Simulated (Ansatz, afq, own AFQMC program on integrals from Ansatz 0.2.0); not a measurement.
## H$_{3}$O, doublet in cc-pVTZ, levels against CCSDT(Q)

```xyz
4

H    -2.0606    0.0498    0.0000
H    -1.0336    0.0498    0.0000
O     0.1684    0.0498    0.0000
H     0.4203   -0.8901    0.0000
```

Basis cc-pVTZ. Only valence electrons are correlated. AFQMC by an in-house program on the Cholesky factors that Ansatz 0.2.0 writes for its CCSD(T) run. ph-AFQMC/CISD is guided by a CISD state made of CCSD amplitudes; releasing the constraint for a short imaginary time cuts its bias at the price of noise, slowly where states lie close. Uncertainties: one standard error, sampling alone.

Determinant: UHF, the one that the program's search chose, which needn't be the lowest solution. The geometry is a point of a scan.

No full CI on the walks' own integrals is used here; CCSDT(Q) serves as the reference and is uncertain by about the last step of the cluster series.

Cautions: unrestricted determinant slightly spin contaminated (⟨S²⟩ 0.81 against 0.75); the released energies have errors that jump between times, so the bars are unsure, so no released level is given (meV from the phaseless value at times in 1/Eh: 262 ± 268 at 0.24, -16 ± 4 at 0.51, -12 ± 4 at 0.99, -18 ± 4 at 1.62, -14 ± 6 at 2.40), though the last usable value meets CCSDT(Q) within the noise.

* T1 diagnostic: 0.0231
* weight of the determinant in the CISD state: 0.914
* ⟨S²⟩ of the determinant: 0.810
* size of the correlated space: 9 electrons in 71 orbitals

| level | correlation energy (eV) |
| --- | --- |
| MP2 | -7.2298 |
| CCSD | -7.6552 |
| CCSD(T) | -7.8963 |

(1) Estimate where phaseless AFQMC with a CISD trial lies against CCSD(T) on the same integrals.

(1) 0.9 ± 0.4 kJ/mol below CCSD(T).

Reference: CCSDT(Q), correlation energy -7.920 eV.

```json
{"level": "CCSD(T)", "E − E(reference) (kJ/mol)": "2.3", "share of correlation (%)": "99.70"}
{"level": "CCSDT", "E − E(reference) (kJ/mol)": "1.4", "share of correlation (%)": "99.82"}
{"level": "ph-AFQMC/CISD", "E − E(reference) (kJ/mol)": "1.4 ± 0.4", "share of correlation (%)": "99.81"}
```

A walk keeps the symmetry of its determinant, which the program's search chose and which needn't be the lowest solution, so a lower state of the same spin and another symmetry isn't excluded.
